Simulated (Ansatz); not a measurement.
# BeMgH (doublet): from Hartree-Fock to the top rungs, def2-QZVPP

One table from this session's results is given with a row withheld; the runs are named, their logs left out.

Program: Ansatz 0.2.0, Gaussian basis. Level of theory: def2-QZVPP, core rule «outside noble gas», up to 6 orbitals frozen. These are calculated values, not measurements.

To be run: UHF; ROHF; CCSD(T) on UHF.

5 further runs of the same task are left out: 2 that didn't finish, 3 set aside as unsound or not needed.

### What is computed

The geometry is a PBE0/def2-TZVP stationary point (not a proven minimum).

3 atoms, charge 0, spin multiplicity 2.

Atoms are counted from 1 here; the program's logs count them from 0.

Bond lengths: Mg2–H3 1.724 Å.

Set-up of the first run:

The input, in.yaml:

```yaml
crystal:
  periodic: [false, false, false]
  atoms:
    - {symbol: Be, position_ang: [0.000000, 0.000000, 2.297743]}
    - {symbol: Mg, position_ang: [0.000000, 0.000000, -0.286971]}
    - {symbol: H, position_ang: [0.000000, 0.000000, -2.010772]}
basis:
  gaussian: {orbitals: "def2-QZVPP.json"}
magnetization: {spin_polarized: true, initial_magnetization: 1}
hamiltonian: {xc: hf}
output: {orbitals: {seedname: orbitals}}
```

The run is started by

```console
$ ansatz run in.yaml --threads 1 --pin off --events-out ev --progress --plain --max-ram 2393MiB
```

Steps of the session up to this table: UHF; ROHF; CCSD(T) on UHF.

One of the session's tables, all rows but one given; the rest of the session is left out.

It belongs to the step «Misses and costs». 

```
  method  from UCCSD(T) (kJ/mol)
    ROHF                       ?
     UHF                  +232.1
    UMP2                   +63.6
   UCCSD                    +4.9
UCCSD(T)                       0
```

Estimate the missing values for ROHF.

The run gave: from UCCSD(T) (kJ/mol): +237.2. In the column «from UCCSD(T) (kJ/mol)» it is the highest.
